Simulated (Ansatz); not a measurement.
Input file:

```yaml
crystal:
  periodic: [false, false, false]
  atoms:
    - {symbol: N, position_ang: [0.000000, 0.000000, 0.000000]}
    - {symbol: O, position_ang: [0.000000, 0.000000, 1.974000]}
basis:
  gaussian: {orbitals: 6-31G}
total_charge: 1
correlation: {method: fic_mrcisd_q, electrons: outside_noble_gas, active_space: {window: {electrons: 2, orbitals: 2}}}
```

```sh
$ ansatz run in.yaml --threads 1 --pin off --events-out ev --progress --plain --max-ram 2393MiB
```

Log:

```
207 factors; integrals over basis functions are off by at most 1.7e-4 eV
mean field evaluation 1: about -3451.3121 eV, gradient 1.1e2 eV
mean field evaluation 2: about -3451.3205 eV, gradient 1.1e2 eV
mean field evaluation 4: about -3489.7423 eV, gradient 1.4e1 eV
mean field evaluation 8: about -3492.1623 eV, gradient 8.4e0 eV
mean field evaluation 16: about -3494.1230 eV, gradient 9.9e-3 eV
mean field evaluation 32: about -3495.4421 eV, gradient 1.7e-3 eV
mean field evaluation 64: about -3495.4421 eV, gradient 7.2e-5 eV
mean field evaluation 96: about -3494.1230 eV, gradient 2.2e-6 eV
mean field evaluation 128: about -3495.1189 eV, gradient 4.5e-1 eV
mean field evaluation 160: about -3491.9820 eV, gradient 1.6e1 eV
...
contracted CI cycle 124: correlation -3.44192292 eV, -0.1264883342 hartree, residual 1.12e-5 eV
contracted CI cycle 125: correlation -3.44192292 eV, -0.1264883342 hartree, residual 8.94e-6 eV
contracted CI cycle 126: correlation -3.44192292 eV, -0.1264883342 hartree, residual 1.32e-5 eV
contracted CI cycle 127: correlation -3.44192292 eV, -0.1264883342 hartree, residual 3.38e-4 eV
contracted CI cycle 128: correlation -3.44192292 eV, -0.1264883342 hartree, residual 1.15e-5 eV
contracted CI cycle 129: correlation -3.44192292 eV, -0.1264883342 hartree, residual 6.24e-6 eV
contracted CI cycle 130: correlation -3.44192292 eV, -0.1264883342 hartree, residual 4.66e-6 eV
contracted CI cycle 131: correlation -3.44192292 eV, -0.1264883342 hartree, residual 7.65e-6 eV
contracted CI cycle 132: correlation -3.44192292 eV, -0.1264883342 hartree, residual 5.35e-5 eV
contracted CI cycle 133: correlation -3.44192292 eV, -0.1264883342 hartree, residual 6.31e-6 eV
state -3496.39109886 eV, -128.4900029441 hartree; corrected -3502.10048098 eV, -128.6998188669 hartree
state -3497.85463253 eV, -128.5437868145 hartree; corrected -3507.71063817 eV, -128.9059883410 hartree
the orbitals are reached from a further start. From the first start the search ends at -3496.42645494 eV, -128.4913022560 hartree
Total energy: -3507.71063817 eV, -128.9059883410 hartree
```

Natural occupations: 1.2070 0.7930.

Ran on 1 thread of Arm Neoverse V2, shared host: 2.4 s wall, 0.16 GiB peak host memory.
